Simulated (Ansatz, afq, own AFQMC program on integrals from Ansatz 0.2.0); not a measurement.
Integrals from Ansatz 0.2.0, then the random walk in our own AFQMC program (afq).

```yaml
crystal:
  periodic: [false, false, false]
  atoms:
    - {symbol: Al, position_ang: [0.000000, -0.714270, 1.929668]}
    - {symbol: N, position_ang: [0.000000, 0.016305, -4.636816]}
    - {symbol: H, position_ang: [0.000000, 0.697966, 2.707148]}
basis:
  gaussian: {orbitals: cc-pVDZ}
magnetization: {spin_polarized: true, initial_magnetization: 3}
correlation: {method: ccsd_t, electrons: outside_noble_gas, hamiltonian_folder: ham}
```

```sh
$ ansatz run in.yaml --threads 1 --pin off --events-out ev --progress --plain --max-ram 1382MiB
```

afq runs on the folder ham with

```
--method phaseless --trial cisd --walkers 60 --populations 1 --least-time 40 --time-step 0.005 --steps-per-block 50 --equilibration-blocks 40 --max-blocks 300 --target-error 0.00072 --factor-cut 1e-05 --start spin_pure --seed 5683 --release-times 0.24,0.51,0.99,1.62,2.4 --release-step 0.03 --release-every 4 --taylor-order 6
```

Times are imaginary, in 1/Eh. The walk had a cap of 671 s.

```
orbitals 31  electrons 6 3  factors 185 of 360
reference energy -296.84505804 Eh
CCSD correlation -0.15992632 Eh in 12 cycles, weight of the determinant in the CISD state 0.8363
energy of the start -296.996349 Eh
 block  time / (1/Eh)  mean weight  energy / Eh
     1     0.250  1.0008  -296.999141
     2     0.500  1.0014  -297.001584
     3     0.750  1.0012  -297.002701
     4     1.000  0.9995  -297.003125
     5     1.250  1.0012  -297.002559
     9     2.250  1.0007  -297.005782
    21     5.250  0.9998  -297.005019
    41    10.250  1.0004  -297.005782
    61    15.250  0.9996  -297.012443
    76    19.000  1.0009  -297.002183
    81    20.250  1.0012  -297.009341
   101    25.250  0.9990  -297.008679
   121    30.250  1.0070  -297.009132
   141    35.250  1.0007  -297.004077
   161    40.250  1.0021  -297.007480
   181    45.250  1.0009  -297.004421
   196    49.000  1.0006  -297.011355
blocks merged  error / Eh  count
     1  0.000177  160
     2  0.000212  80
     4  0.000239  40
     8  0.000286  20
    16  0.000295  10
released: time / (1/Eh)  energy / Eh  error  mean overlap
  0.24  -297.006994  0.000386  1.0009
  0.51  -297.007656  0.000342  0.9849
  0.99  -297.007560  0.000385  0.9852
  1.62  -297.007374  0.000320  0.9760
  2.40  -297.007481  0.000428  0.9740
energy -297.006879 +/- 0.000286 Eh
(rows thinned)
```

**Question.** Estimate how long the walk took on 1 thread of Arm Neoverse V1 (shared host).

**Answer.** 2.4 min of wall time.

The run passed its tests (sampling time, drift between the halves within three errors, error under three times the target), which doesn't prove that it has relaxed.

Against this walk (error 7.8 meV) on the same determinant: CCSD(T) 7.4 meV higher (within the noise). The error is statistical and leaves out the bias of the constraint. The determinant has ⟨S²⟩ = 3.91, so the low cluster orders mix in higher spin (the high orders can go on to a lower state of that spin), while the walk starts as a pure quartet. None of these is a sure reference here. Released to 2.40 1/Eh the energy moves by -16 ± 14 meV (both errors), within twice the noise.

Cautions: constraint bias not in the error; lower spins were not checked; higher spins were not checked; strong correlation (T1 0.058, weight of the determinant 0.84, largest double 0.10); unrestricted determinant spin contaminated (⟨S²⟩ 3.91 against 3.75); the bias of populations of 60 walkers isn't removed.

A walk keeps the symmetry of its determinant, which the program's search chose and which needn't be the lowest solution, so a lower state of the same spin and another symmetry isn't excluded.
